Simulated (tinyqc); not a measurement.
UHF in the sto-3g basis, for NH3+, spin multiplicity 2, step by step. This run ends on a higher stationary point, not on the lowest solution. One step of it, computed by the program tinyqc.

Question. Iteration 2: diagonalisation and new density. Diagonalise F' = X^T F X, C = X C', fill 5 alpha and 4 beta electrons from the bottom; D(s) = C_occ C_occ^T. Each column has its largest component positive (the first on a tie).

extrapolated F(alpha) (hartree), order 1N 1s, 1N 2s, 1N 2px, 1N 2py, 1N 2pz, 2H 1s, 3H 1s, 4H 1s:
```
[[-18.819171, -4.470276, 0.000202, 0.000000, 0.017810, -1.076616, -1.075870, -1.075870],
 [-4.470276, -3.133704, 0.000165, 0.000000, -0.030000, -1.209543, -1.216661, -1.216661],
 [0.000202, 0.000165, -1.597395, 0.000000, 0.000180, -0.655148, 0.327443, 0.327443],
 [0.000000, 0.000000, 0.000000, -2.115117, 0.000000, 0.000000, -0.675259, 0.675259],
 [0.017810, -0.030000, 0.000180, 0.000000, -1.908687, 0.228213, 0.227814, 0.227814],
 [-1.076616, -1.209543, -0.655148, 0.000000, 0.228213, -1.088137, -0.418377, -0.418377],
 [-1.075870, -1.216661, 0.327443, -0.675259, 0.227814, -0.418377, -1.114803, -0.398128],
 [-1.075870, -1.216661, 0.327443, 0.675259, 0.227814, -0.418377, -0.398128, -1.114803]]
```

extrapolated F(beta) (hartree), order 1N 1s, 1N 2s, 1N 2px, 1N 2py, 1N 2pz, 2H 1s, 3H 1s, 4H 1s:
```
[[-18.794163, -4.433342, 0.001037, 0.000000, 0.018338, -1.066758, -1.063604, -1.063604],
 [-4.433342, -2.973090, 0.008293, 0.000000, -0.024581, -1.159373, -1.150750, -1.150750],
 [0.001037, 0.008293, -1.554899, 0.000000, -0.000698, -0.642836, 0.324507, 0.324507],
 [0.000000, 0.000000, 0.000000, -1.339800, 0.000000, 0.000000, -0.505782, 0.505782],
 [0.018338, -0.024581, -0.000698, 0.000000, -1.865194, 0.226544, 0.225820, 0.225820],
 [-1.066758, -1.159373, -0.642836, 0.000000, 0.226544, -1.068312, -0.398150, -0.398150],
 [-1.063604, -1.150750, 0.324507, -0.505782, 0.225820, -0.398150, -1.042028, -0.408315],
 [-1.063604, -1.150750, 0.324507, 0.505782, 0.225820, -0.398150, -0.408315, -1.042028]]
```

X, order 1N 1s, 1N 2s, 1N 2px, 1N 2py, 1N 2pz, 2H 1s, 3H 1s, 4H 1s:
```
[[1.025161, -0.154806, -0.000017, 0.000000, 0.009145, 0.022864, 0.022846, 0.022846],
 [-0.154806, 1.389676, 0.000329, 0.000000, -0.102286, -0.313757, -0.313017, -0.313017],
 [-0.000017, 0.000329, 1.148543, 0.000000, -0.000108, -0.304688, 0.152128, 0.152128],
 [0.000000, 0.000000, 0.000000, 1.148297, 0.000000, 0.000000, -0.263444, 0.263444],
 [0.009145, -0.102286, -0.000108, 0.000000, 1.028427, 0.087503, 0.087245, 0.087245],
 [0.022864, -0.313757, -0.304688, 0.000000, 0.087503, 1.241247, -0.050785, -0.050785],
 [0.022846, -0.313017, 0.152128, -0.263444, 0.087245, -0.050785, 1.240500, -0.050704],
 [0.022846, -0.313017, 0.152128, 0.263444, 0.087245, -0.050785, -0.050704, 1.240500]]
```

Give: F' = X^T F X; orbital energies; coefficients C; F' = X^T F X; orbital energies; coefficients C; D(alpha) after iteration 2; D(beta) after iteration 2.

Answer.

F' = X^T F X (alpha) (hartree):
```
[[-18.562, -2.022, 0.000, 0.000, 0.028, -0.206, -0.206, -0.206],
 [-2.022, -2.256, -0.003, 0.000, -0.075, -0.332, -0.343, -0.343],
 [0.000, -0.003, -1.513, 0.000, 0.000, -0.240, 0.120, 0.120],
 [0.000, 0.000, 0.000, -2.071, 0.000, 0.000, -0.211, 0.211],
 [0.028, -0.075, 0.000, 0.000, -1.899, 0.062, 0.062, 0.062],
 [-0.206, -0.332, -0.240, 0.000, 0.062, -0.624, -0.054, -0.054],
 [-0.206, -0.343, 0.120, -0.211, 0.062, -0.054, -0.625, -0.055],
 [-0.206, -0.343, 0.120, 0.211, 0.062, -0.054, -0.055, -0.625]]
```

orbital energies (alpha) (hartree): [-18.819, -2.210, -2.129, -1.907, -1.597, -0.516, -0.512, -0.486]

coefficients C (alpha), order 1N 1s, 1N 2s, 1N 2px, 1N 2py, 1N 2pz, 2H 1s, 3H 1s, 4H 1s:
```
[[0.999, -0.254, 0.000, 0.031, 0.000, -0.111, 0.000, -0.012],
 [0.003, 1.116, 0.000, -0.147, 0.000, 0.992, 0.000, 0.097],
 [0.000, 0.004, 0.000, -0.001, 1.002, 0.063, 0.000, -0.672],
 [0.000, 0.000, 1.058, 0.000, 0.000, 0.000, -0.582, 0.000],
 [-0.001, 0.078, 0.000, 1.006, 0.001, -0.269, 0.000, -0.025],
 [0.000, -0.071, 0.000, 0.030, -0.003, -0.829, 0.000, 1.025],
 [0.000, -0.062, -0.087, 0.028, 0.001, -0.677, 0.946, -0.614],
 [0.000, -0.062, 0.087, 0.028, 0.001, -0.677, -0.946, -0.614]]
```

F' = X^T F X (beta) (hartree):
```
[[-18.543, -2.005, 0.000, 0.000, 0.027, -0.206, -0.206, -0.206],
 [-2.005, -2.095, 0.012, 0.000, -0.070, -0.329, -0.317, -0.317],
 [0.000, 0.012, -1.467, 0.000, -0.001, -0.240, 0.121, 0.121],
 [0.000, 0.000, 0.000, -1.243, 0.000, 0.000, -0.199, 0.199],
 [0.027, -0.070, -0.001, 0.000, -1.855, 0.062, 0.062, 0.062],
 [-0.206, -0.329, -0.240, 0.000, 0.062, -0.622, -0.053, -0.053],
 [-0.206, -0.317, 0.121, -0.199, 0.062, -0.053, -0.608, -0.054],
 [-0.206, -0.317, 0.121, 0.199, 0.062, -0.053, -0.054, -0.608]]
```

orbital energies (beta) (hartree): [-18.794, -2.053, -1.862, -1.555, -1.343, -0.504, -0.476, -0.454]

coefficients C (beta), order 1N 1s, 1N 2s, 1N 2px, 1N 2py, 1N 2pz, 2H 1s, 3H 1s, 4H 1s:
```
[[1.000, -0.249, 0.040, -0.004, 0.000, -0.115, -0.003, 0.000],
 [0.001, 1.096, -0.186, 0.016, 0.000, 1.011, 0.032, 0.000],
 [0.000, -0.022, 0.008, 0.994, 0.000, 0.032, -0.685, 0.000],
 [0.000, 0.000, 0.000, 0.000, 0.956, 0.000, 0.000, -0.737],
 [-0.001, 0.120, 1.001, -0.004, 0.000, -0.273, -0.010, 0.000],
 [0.000, -0.045, 0.026, 0.011, 0.000, -0.777, 1.067, 0.000],
 [0.000, -0.058, 0.029, -0.003, 0.059, -0.708, -0.578, 0.948],
 [0.000, -0.058, 0.029, -0.003, -0.059, -0.708, -0.578, -0.948]]
```

D(alpha) after iteration 2, order 1N 1s, 1N 2s, 1N 2px, 1N 2py, 1N 2pz, 2H 1s, 3H 1s, 4H 1s:
```
[[1.064, -0.285, -0.001, 0.000, 0.010, 0.019, 0.016, 0.016],
 [-0.285, 1.267, 0.004, 0.000, -0.061, -0.084, -0.073, -0.073],
 [-0.001, 0.004, 1.003, 0.000, 0.000, -0.003, 0.001, 0.001],
 [0.000, 0.000, 0.000, 1.119, 0.000, 0.000, -0.092, 0.092],
 [0.010, -0.061, 0.000, 0.000, 1.018, 0.025, 0.024, 0.024],
 [0.019, -0.084, -0.003, 0.000, 0.025, 0.006, 0.005, 0.005],
 [0.016, -0.073, 0.001, -0.092, 0.024, 0.005, 0.012, -0.003],
 [0.016, -0.073, 0.001, 0.092, 0.024, 0.005, -0.003, 0.012]]
```

D(beta) after iteration 2, order 1N 1s, 1N 2s, 1N 2px, 1N 2py, 1N 2pz, 2H 1s, 3H 1s, 4H 1s:
```
[[1.063, -0.280, 0.002, 0.000, 0.009, 0.013, 0.016, 0.016],
 [-0.280, 1.236, -0.010, 0.000, -0.055, -0.054, -0.070, -0.070],
 [0.002, -0.010, 0.988, 0.000, 0.002, 0.012, -0.002, -0.002],
 [0.000, 0.000, 0.000, 0.000, 0.000, 0.000, 0.000, 0.000],
 [0.009, -0.055, 0.002, 0.000, 1.017, 0.021, 0.022, 0.022],
 [0.013, -0.054, 0.012, 0.000, 0.021, 0.003, 0.003, 0.003],
 [0.016, -0.070, -0.002, 0.000, 0.022, 0.003, 0.004, 0.004],
 [0.016, -0.070, -0.002, 0.000, 0.022, 0.003, 0.004, 0.004]]
```
